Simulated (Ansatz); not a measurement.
**Isomers**

Structures of Al$_{2}$NH$_{5}$, singlet, relaxed at PBE0-D4/def2-TZVP (vibrations not checked; lower isomers may exist, and structures with a doubtful reference or unclear bonds are left out). Program: Ansatz 0.2.0. Basis: def2-TZVPP. Cores are frozen in the correlated methods. B3LYP uses VWN-RPA correlation.

(1) Rank them by CCSD(T) energy, lowest first, and give each one's height above the lowest. Links in brackets join atoms within 1.22 times the sum of their covalent radii (1.1 for two metals). (Judge from chemistry; the value comes from the calculation.)
A.
a complex of Al₂NH₃ ([AlH][N][AlH2]) + H₂
```
8
angstrom
Al -1.2755 1.1421 -0.6682
N -0.0426 0.0120 -0.1642
Al 1.2484 -0.9668 0.1426
H -2.3648 0.7295 -1.7564
H -1.3493 2.6040 -0.0368
H -0.0494 -1.8766 1.8952
H 2.5445 -1.8248 0.3141
H 0.4750 -2.3693 2.1246
```
B.
Al₂NH₅ ([AlH2][NH][AlH2])
```
8
angstrom
N 0.2110 0.4291 0.1412
Al -1.2188 0.7696 -0.8728
Al 0.8910 -1.1403 0.6540
H -2.0411 -0.4648 -1.4237
H -1.6021 2.2777 -1.1766
H 0.7098 1.2464 0.4743
H 2.1870 -1.1531 1.5672
H 0.1578 -2.4547 0.1659
```
C.
Al₂NH₅ ([NH2]1[AlH][AlH2]1)
```
8
angstrom
Al -1.1373 0.7628 -0.0359
N 0.6695 0.2351 -0.6673
Al 0.5826 -0.6168 1.1401
H -2.2680 -0.0021 -0.8500
H -1.1903 2.3163 0.2963
H 1.3513 0.9739 -0.8118
H 1.9535 -1.3964 1.4350
H 0.7231 -0.3756 -1.4771
```

(2) Do PBE-D4, r2SCAN-D4, PBE0-D4, B3LYP-D4, wB97M-V, HF, MP2 give the same order? (Judge from chemistry; the calculation decides.)

No T1 diagnostic of these runs exceeds 0.019.

For scale, one of the runs: CCSD(T)/def2-TZVPP, 185 basis functions, launched by `ansatz run in.yaml --threads 2 --pin off --events-out ev --progress --plain --max-ram 4352MiB`. Hardware: 2 CPU threads of an Arm Neoverse V2, shared host. Wall time 24 s; peak host memory 1.7 GiB.

## Answers

(1) By the calculation: B (0.0 kJ/mol), C (110.7 kJ/mol), A (245.5 kJ/mol). Heights count from the lowest.

(2) Computed: All do.
